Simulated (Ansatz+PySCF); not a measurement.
The numbers below are computed, except where a source is named.
A run of PySCF 2.14.0 on doublet CH2Cl at this shape:

```yaml
atoms:
  - { symbol: C, position_ang: [0.0000, 0.0000, -0.1932] }
  - { symbol: Cl, position_ang: [0.0000, 0.0000, 1.5721] }
  - { symbol: H, position_ang: [0.0000, -0.9563, -0.6895] }
  - { symbol: H, position_ang: [0.0000, 0.9563, -0.6895] }
```

Its results:

```json
{
 "Converged": "yes",
 "Reference energy": "-498.51504 hartree",
 "Correlation energy": "-0.33611 hartree",
 "Total energy": "-498.85115 hartree",
 "Spin squared of the determinant": "0.769"
}
```

(1) Which input gives this output? Name the method, the orbitals and the basis set, and write the input.

## Answers

(1) UHF-MP2 in cc-pVTZ on H, C; cc-pV(T+d)Z on Cl.

```python
from pyscf import gto, scf, mp

# the (T+d) and (D+d) sets load through basis_set_exchange
mol = gto.M(atom="""
C 0.000000 0.000000 -0.193160
Cl 0.000000 0.000000 1.572110
H 0.000000 -0.956300 -0.689470
H 0.000000 0.956300 -0.689470
""", basis={'C': 'cc-pvtz', 'Cl': 'cc-pv(t+d)z', 'H': 'cc-pvtz'}, charge=0, spin=1)
mf = scf.UHF(mol)
mf.kernel()
pt = mp.MP2(mf, frozen=6).run()
print(mf.e_tot, pt.e_corr, pt.e_tot)
```
